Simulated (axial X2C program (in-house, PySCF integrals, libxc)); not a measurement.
## Outer orbitals of PC at 1.559 Å, PBE0

All values were computed with an axial X2C code built on PySCF integrals. Spin-free means the one-electron spin-free X2C Hamiltonian; two-component (2c) means X2C with spin–orbit coupling and atomic mean-field two-electron Coulomb and Gaunt terms, so the difference of the two also holds small scalar two-electron terms. Basis: P dyall-v3z [8s7p2d1f], C dyall-v3z [7s6p2d1f] (cores contracted in-house); Gaussian nuclei, density fitting, unrestricted open shells. Masses: P 30.974 u, C 12.000 u.

The distance is close to the 2c PBE0 minimum; the highest filled and lowest empty levels are listed.

Spin-free orbitals, state M_S = 1/2, Λ = 0 (beyond evenly filled blocks: σα) (Löwdin shares):

```csv
symmetry,occupied,ε (eV),atomic character
σα,yes,-20.72,"43% C s, 33% P s, 10% C p"
σβ,yes,-19.83,"40% P s, 37% C s, 13% C p"
σα,yes,-13.15,"28% P s, 26% C p, 22% C s"
σβ,yes,-11.79,"40% P p, 31% P s, 17% C s"
σα,yes,-9.55,"46% C p, 32% P p, 13% P s"
π-α,yes,-8.62,"55% C p, 40% P p, 3% P d"
π+α,yes,-8.62,"55% C p, 40% P p, 3% P d"
π-β,yes,-8.25,"54% P p, 41% C p, 3% C d"
π+β,yes,-8.25,"54% P p, 41% C p, 3% C d"
σβ,no,-4.52,"56% C p, 20% C s, 16% P p"
π-α,no,-1.89,"50% P p, 30% C p, 13% P d"
π+α,no,-1.89,"50% P p, 30% C p, 13% P d"
π-β,no,-1.37,"42% C p, 36% P p, 17% P d"
π+β,no,-1.37,"42% C p, 36% P p, 17% P d"
```

Spinors with spin–orbit coupling (state Ω = 1/2):

```csv
ω,occupied,ε (eV),atomic character,λ mixture
1/2,yes,-20.72,"43% C s, 33% P s, 10% C p",100% σ
-1/2,yes,-19.83,"40% P s, 37% C s, 13% C p",100% σ
1/2,yes,-13.15,"28% P s, 26% C p, 22% C s",100% σ
-1/2,yes,-11.79,"40% P p, 31% P s, 17% C s",100% σ
1/2,yes,-9.55,"46% C p, 32% P p, 13% P s",100% σ
-1/2,yes,-8.63,"55% C p, 40% P p, 3% P d",100% π
3/2,yes,-8.61,"55% C p, 40% P p, 3% P d",100% π
1/2,yes,-8.26,"54% P p, 41% C p, 3% C d",100% π
-3/2,yes,-8.24,"54% P p, 41% C p, 3% C d",100% π
-1/2,no,-4.52,"56% C p, 20% C s, 16% P p",100% σ
-1/2,no,-1.89,"50% P p, 30% C p, 13% P d",100% π
3/2,no,-1.88,"50% P p, 30% C p, 13% P d",100% π
1/2,no,-1.38,"42% C p, 36% P p, 17% P d",100% π
```

Mulliken charges and populations of the two-component result (they depend on the basis, above all on diffuse functions):

P 0.01 e (s 5.86 p 8.98 d 0.13 f 0.02), C -0.01 e (s 3.41 p 2.56 d 0.04). ⟨Lz⟩ = 0.00 ħ and ⟨Sz⟩ = 0.50 ħ (-0.06 and 0.56 on the two atoms), which add up to Ω.

The state is one determinant whose occupation by symmetry is held fixed; it was picked as the lowest of a PBE0 search that is not exhaustive. Density functionals use the spin component along the axis (collinear). The determinant is spin-polarised beyond a pure state at some levels (its spin-free form has ⟨S²⟩ too high), which makes Re and μ there less reliable.
